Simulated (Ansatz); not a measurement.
Born–Oppenheimer molecular dynamics of FHOSi (4 atoms, charge 0, multiplicity 1). It starts at the highest image of a converged band. Of that band: The profile has 2 maxima (images 1, 4) with wells between them (image 2): this band takes more than one step, which may be the mechanism or a detour left from its start path. Neighbouring images differ by up to 2.3 eV, so the band resolves the path poorly. A vibrational analysis at the climbing image gives one clearly imaginary mode, 1375i cm⁻¹: a first-order saddle point.

The calculation used RKS PBE0-D4/def2-SVP (Ansatz 0.2.0).

- ensemble: NVE (velocity Verlet)
- time step: 0.5 fs
- steps asked: 200
- starting velocities drawn for: 100 K
- seed: 9911

First frame:

```xyz
4
Properties=species:S:1:pos:R:3
O -0.764 0.848 0.386
Si 0.254 -0.236 -0.102
F 1.062 -1.253 0.850
H -0.497 0.582 -1.153
```

Task: How far do the bonds stretch over the last three quarters of this one trajectory? (Pairs bonded in most of those frames.)

Result: 
```json
{"bond": "O1–Si2", "mean (Å)": "1.691", "spread (Å)": "0.072", "shortest": "1.59", "longest": "1.80"}
{"bond": "O1–H4", "mean (Å)": "1.052", "spread (Å)": "0.148", "shortest": "0.81", "longest": "1.29"}
{"bond": "Si2–F3", "mean (Å)": "1.680", "spread (Å)": "0.038", "shortest": "1.61", "longest": "1.76"}
```

Mean temperature of the second half: 6073 K. The conserved energy wandered by up to 7.4 meV per atom (net -0.7 meV per atom), which is poor conservation. The system heated up, since it started high on the potential surface and ran downhill. A run of 0.1 ps of so small a system gives no equilibrium averages. The orbitals stay closed-shell, which can raise the energy where a bond breaks towards radicals; this wasn't checked here.

The run took 2.2 min on 1 thread of Intel(R) Xeon(R) 6975P-C (Granite Rapids), with other jobs on the host, peak memory 0.11 GiB.
